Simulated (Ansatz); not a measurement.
# SiNH+ (quartet): wave-function methods side by side, def2-TZVPP

One table from this session's results is given with a row withheld; the runs are named, their logs left out.

The runs use Ansatz 0.2.0, Gaussian basis; def2-TZVPP, core rule «outside noble gas», up to 6 orbitals frozen.

Plan: UHF; ROHF; CCSD(T) on UHF.

2 further runs of the same task are left out: 2 set aside as unsound or not needed.

## The geometry

The geometry is a PBE0/def2-TZVP stationary point (not a proven minimum) of the parent state, kept for this charge and spin.

3 atoms, charge 1, spin multiplicity 4.

Atoms are counted from 1 here; the program's logs count them from 0.

Bond lengths: Si1–N2 1.701 Å, N2–H3 1.020 Å. Angles: Si1–N2–H3 125.4°.

Set-up of the first run:

in.yaml reads:

```yaml
crystal:
  periodic: [false, false, false]
  atoms:
    - {symbol: Si, position_ang: [0.000000, 0.032951, 0.605869]}
    - {symbol: N, position_ang: [0.000000, -0.113788, -1.088955]}
    - {symbol: H, position_ang: [0.000000, 0.663088, -1.749585]}
basis:
  gaussian: {orbitals: def2-TZVPP}
total_charge: 1
magnetization: {spin_polarized: true, initial_magnetization: 3}
hamiltonian: {xc: hf}
output: {orbitals: {seedname: orbitals}}
```

On the command line:

```console
$ ansatz run in.yaml --threads 1 --pin off --events-out ev --progress --plain --max-ram 4096MiB --backend cpu
```

Among the steps run: UHF; ROHF; CCSD(T) on UHF.

One table of the session follows, with a row left open; its other results are not shown here.

It belongs to the step «Misses and costs». 

| method | from UCCSD(T) (meV) |
| --- | --- |
| ROHF | +6949.5 |
| UHF | +6587.3 |
| UMP2 | +1146.7 |
| UCCSD | ? |
| UCCSD(T) | 0 |

Estimate the missing values for UCCSD.

The run gave: from UCCSD(T) (meV): +251.6. In the column «from UCCSD(T) (meV)» it lies between UCCSD(T) (0) and UMP2 (+1146.7).

Caveats from the session: Warnings: spin contamination; coupled cluster took another determinant than the lowest.
